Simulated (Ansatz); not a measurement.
# HNC, singlet: the ladder up to full CI

Geometry: a point of a stretch scan, not a stationary point.

```xyz
3

N     0.0000    0.0000   -0.1188
C     0.0000    0.0000    1.0446
H     0.0000    0.0000   -0.9258
```

Basis 6-31G; Ansatz 0.2.0. Only valence electrons are correlated (noble-gas cores frozen), which leaves 10 electrons in 18 orbitals. Prefix R: restricted or restricted open-shell reference. Active spaces: pair = (2e, 2o) about the gap; valence = (10e, 9o) chosen from the atoms' valence shells.

Full CI is exact within this basis and frozen core; it isn't the basis-set limit.

The UHF ⟨S²⟩ is 0.000, the T1 diagnostic (RCCSD) is 0.0191 and the largest doubles amplitude (RCCSD) is 0.087.

```
                   level  E − E(full CI) (kJ/mol)  share of correlation (%)  wall time
                     RHF                    519.7                      0.00          –
                    RMP2                     42.3                     91.85          –
                    CISD                     51.8                     90.04     0.48 s
                   RCCSD                     22.3                     95.70          –
                RCCSD(T)                      2.8                     99.47     0.27 s
                 BCCD(T)                      2.6                     99.50     0.24 s
                  RCCSDT                      1.3                     99.76          –
                  CISDTQ                      3.1                     99.40      2.2 s
               RCCSDT(Q)                      0.0                     99.99     0.69 s
                 RCCSDTQ                      0.1                     99.97      6.5 s
     CASSCF (pair space)                    461.0                     11.30          –
     NEVPT2 (pair space)                     43.1                     91.72     0.24 s
     MRCISD (pair space)                     42.0                     91.91          –
   MRCISD+Q (pair space)                     11.2                     97.84     0.36 s
  CASSCF (valence space)                    159.2                     69.36          –
  NEVPT2 (valence space)                     41.8                     91.96        3 s
  MRCISD (valence space)                      6.6                     98.73          –
MRCISD+Q (valence space)                      2.8                     99.47      4.3 s
```

The correlation energy at full CI, counted from RHF, is -5.386 eV. That run took 91 s on 1 thread of Arm Neoverse V1, shared host over 18,367,552 determinants.

Times hold each run's SCF and search for its determinant on a shared host, so for small cases they say little of a method's own cost; they ran on 1 thread of Arm Neoverse V1.

The full-CI state has the irrep A1 of C2v, in the program's axes (one component, if the state is degenerate).

Natural occupations of full CI about the gap: 1.986 1.979 1.953 1.940 1.940 0.065 0.065 0.021 0.013 0.011; effectively unpaired electrons, Σ n²(2−n)², 0.07.
